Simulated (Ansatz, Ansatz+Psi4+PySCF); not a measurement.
```xyz
4

B    -0.0327   -0.0105    0.0363
H     1.2172    0.0195   -0.0448
H    -0.5711    1.0270   -0.0339
H    -0.6064   -1.0033   -0.0276
```

Basis set: cc-pVTZ (spherical functions). Left uncorrelated: 1 orbital. Charge 0, multiplicity 1.

Computed with Ansatz (development build ahead of 0.2.0); each method stands on the lowest determinant of its kind that the runs found. Restricted open shells among the atoms or ions are ROHF, correlated in semicanonical orbitals with singles.

Task: Give the atomization energy at this shape (free ground-state atoms in the same class of orbitals less the molecule, no zero-point energy) of singlet BH₃ by RHF-MP2, RHF.

Result:

```csv
method,atomization energy
RHF-MP2,11.81 eV
RHF,10.03 eV
```
